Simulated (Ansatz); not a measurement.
# Worked example: correlation energy of PH₃⁺, doublet

Geometry: displaced at random from a stationary point.

| atom | x (Å) | y (Å) | z (Å) |
| --- | --- | --- | --- |
| P | 0.0004 | -0.0003 | -0.0303 |
| H | 1.3535 | -0.0019 | 0.3322 |
| H | -0.6430 | 1.2097 | 0.2830 |
| H | -0.7215 | -1.1998 | 0.3161 |

Basis 6-31G; Ansatz 0.2.0. Correlated methods freeze the noble-gas cores, which leaves 7 electrons in 14 orbitals. Prefix R: restricted or restricted open-shell reference; prefix U: unrestricted.

Full CI is exact within this basis and frozen core; it isn't the basis-set limit. The frozen core follows each run's orbitals, which can shift R against U totals by a few meV.

Runs differ by some tens of microhartree through their thresholds and, for an open shell, their frozen cores, so steps under 0.1 kcal/mol mean nothing.

```csv
level,total energy (hartree)
UHF,-342.080917
UMP2,-342.132990
UCCSD,-342.153233
UCCSD(T),-342.153904
UCCSDT,-342.154152
UCCSDT(Q),-342.154180
UCCSDTQ,-342.154187
full CI,-342.154184
```

Task: What is the correlation energy at full CI, and what share of it do UMP2 and UCCSD recover?

Result: E(corr) = -342.154184 − (-342.080917) = -0.073267 hartree = -1.994 eV. UMP2: -0.052073 / -0.073267 = 71.07 %. UCCSD: -0.072316 / -0.073267 = 98.70 %.

Task: By how many kcal/mol does UCCSD(T) miss full CI (1 hartree = 627.509 kcal/mol), and which steps make up the rest?

Result: -342.153904 − (-342.154184) = 0.000280 hartree = 0.18 kcal/mol. Steps: UCCSDT − UCCSD(T) = -0.16, UCCSDT(Q) − UCCSDT = -0.02, UCCSDTQ − UCCSDT(Q) = 0.00, full CI − UCCSDTQ = 0.00 kcal/mol. That is within 1 kcal/mol of the reference in this basis, which itself misses far more of the correlation at the basis-set limit.
